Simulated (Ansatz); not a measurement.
```yaml
crystal:
  periodic: [false, false, false]
  atoms:
    - {symbol: C, position_ang: [-1.648828, 0.055762, 0.000435]}
    - {symbol: Ga, position_ang: [0.287483, -0.020261, -0.000188]}
    - {symbol: H, position_ang: [-2.424889, 0.817230, 0.008455]}
    - {symbol: H, position_ang: [1.145193, 1.300506, 0.013931]}
    - {symbol: H, position_ang: [1.040967, -1.380679, -0.014575]}
basis:
  gaussian: {orbitals: def2-TZVP}
magnetization: {spin_polarized: true, initial_magnetization: 2}
hamiltonian: {xc: pbe0}
relax: {f_tol: 0.004, max_steps: 80}
```

```sh
$ ansatz run in.yaml --threads 1 --pin off --events-out ev --progress --plain --max-ram 2176MiB
```

Steps of the relaxation (energy above the last step; positions in Å, forces in eV/Å):

```
5
step 1, 42.6 meV
C    -1.649    0.056    0.000    0.500    0.267    0.003
Ga    0.287   -0.020    0.000   -0.092   -0.008    0.000
H    -2.425    0.817    0.008   -0.191   -0.119   -0.001
H     1.145    1.301    0.014   -0.175    0.041    0.000
H     1.041   -1.381   -0.015   -0.042   -0.181   -0.002
```

```
5
step 2, 13.7 meV
C    -1.606    0.088    0.001    0.098    0.206    0.002
Ga    0.317   -0.024    0.000   -0.070   -0.021    0.000
H    -2.434    0.798    0.008    0.008   -0.167   -0.002
H     1.109    1.335    0.014   -0.008   -0.058   -0.001
H     1.014   -1.425   -0.015   -0.028    0.041    0.000
```

```
5
step 3, 5.6 meV
C    -1.590    0.113    0.001   -0.079    0.162    0.002
Ga    0.326   -0.015    0.000   -0.040   -0.011    0.000
H    -2.463    0.768    0.008    0.102   -0.157   -0.002
H     1.130    1.332    0.014    0.029   -0.024    0.000
H     0.997   -1.426   -0.015   -0.012    0.029    0.000
```

```
5
step 7, 0.0 meV
C    -1.575    0.156    0.002    0.001    0.000    0.000
Ga    0.333    0.010    0.000   -0.001    0.000    0.000
H    -2.512    0.704    0.007    0.001   -0.001    0.000
H     1.190    1.322    0.014    0.000    0.000    0.000
H     0.964   -1.419   -0.015    0.000    0.000    0.000
```

Close pairs at the end: C1–H3 1.085 Å, Ga2–H5 1.562 Å, Ga2–H4 1.568 Å, C1–Ga2 1.914 Å.

A stationary point of unrestricted PBE0 after 7 steps, with ⟨S²⟩ = 2.009 against 2.00 for a pure state; no frequencies were run, so it isn't proven a minimum. 23 s on 1 thread of Arm Neoverse V2, shared host.
